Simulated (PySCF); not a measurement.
Compound: C4H7ClO.
Atom-mapped SMILES: `[CH3:1][CH:2]([CH3:3])[C:4](=[O:5])[Cl:6]` (hydrogens: H7, H8, H9 on C1; H10 on C2; H11, H12, H13 on C3)

Torsions of this conformer, `[CH3:1][CH:2]([CH3:3])[C:4](=[O:5])[Cl:6]`: C1–C2–C4–O5 113°.

The closed-shell ground state was solved at several levels (PySCF, density fitting, gas phase, non-relativistic). The structure is a single PBE0-D3(BJ)/def2-SVP conformer in the gas phase; no vibrational or solvent corrections.

```tsv
level	basis functions	total energy (Eh)	HOMO (eV)	LUMO (eV)	gap (eV)	dipole (D)
PBE0/6-31G*	102	-691.6325	-8.24	-0.73	7.51	2.98
PBE0/6-31G	72	-691.5459	-8.36	-0.97	7.39	3.27
PBE0/STO-3G	41	-683.7647	-5.93	1.81	7.74	2.74
PBE0/6-311+G(2d,p)	212	-691.7379	-8.45	-1.07	7.38	3.01
PBE0/def2-TZVP	234	-691.7574	-8.39	-0.98	7.41	2.94
```

(1) Estimate the row for PBE0/def2-SVP, a basis of 123 functions; the other rows only guide the guess.

(2) How much does the basis alone move the frontier levels among the 6 PBE0 rows (the withheld one included)?

(3) How far do the dipole and the HOMO energy spread over the levels?

Results:

(1) Total energy -691.3435 Eh, HOMO -8.31 eV, LUMO -0.80 eV, gap 7.51 eV, dipole 2.78 D.

(2) The HOMO by 2.52 eV and the LUMO by 2.88 eV. By rising basis size (HOMO, LUMO in eV): STO-3G -5.93, 1.81; 6-31G -8.36, -0.97; 6-31G* -8.24, -0.73; def2-SVP -8.31, -0.80; 6-311+G(2d,p) -8.45, -1.07; def2-TZVP -8.39, -0.98.

(3) The dipole runs from 2.74 to 3.27 D (mean 2.95 D) and the HOMO from -8.45 to -5.93 eV.
